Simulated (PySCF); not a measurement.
Level of theory: PBE-D3(BJ)/def2-TZVP run with PySCF 2.14.0. Gas-phase values, no solvent. One relaxed conformer stands for a flexible species; it need not be the lowest. 

Reference species (SMILES): `[CH3]` (neutral, multiplicity 2).

- highest occupied spin orbital = -5.38 eV

Changed species: `O=[C]S` (O–C–S–H torsion 180°) (radical fragment; the reference has radical fragment).

**Question.** Give the shifts of the highest occupied spin orbital.

**Answer.** the highest occupied spin orbital increases by 0.28 eV, to -5.10 eV.
